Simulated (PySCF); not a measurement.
Species: C2H5O (doublet state).
Atom-mapped SMILES: `[CH3:1][CH:2][OH:3]` (hydrogens: H4, H5, H6 on C1; H7 on C2; H8 on O3)

Structure optimised with GFN2-xTB, isolated species. This method treats the open shell by occupation alone, without spin polarisation.

**Question.** What internal coordinates does the optimisation give?

**Answer.** 
| bond | length (bohr) | order |
| --- | --- | --- |
| C1–C2 | 2.798 | single |
| C2–O3 | 2.594 | single |
| C1–H4, C1–H6 | 2.059 | single |
| C1–H5 | 2.078 | single |
| C2–H7 | 2.030 | single |
| O3–H8 | 1.822 | single |

Bonds in one row agree within 0.02 bohr and their mean is given. Orders are formal, as drawn. A selection of angles:
| angle | degrees |
| --- | --- |
| C2–C1–H4 | 110.7 |
| C2–C1–H6 | 110.0 |
| H4–C1–H5 | 107.3 |
| H4–C1–H6 | 108.7 |
| C1–C2–O3 | 120.6 |
| C1–C2–H7 | 121.6 |
| O3–C2–H7 | 112.4 |
| C2–O3–H8 | 109.0 |

Dihedral angles: H8–O3–C2–C1 17° (synperiplanar). The mirror-image conformer, all signs reversed, is as good.

O3 (oxygen bonded to C and H) is bent (angle 109.0°). C2 (carbon bonded to C, O and H) has angles 121.6°, 120.6° and 112.4°, sum 354.6°, 0.17 Å off the plane of its three neighbours. Of the pairs four or more bonds apart, H4···H8 is among the closest relative to their van der Waals radii: 2.34 Å, 98 % of the sum of Bondi's values.

Whether it is a minimum is left open (no frequencies). Torsions: C1–C2–O3–H 17°.

These are computed values.
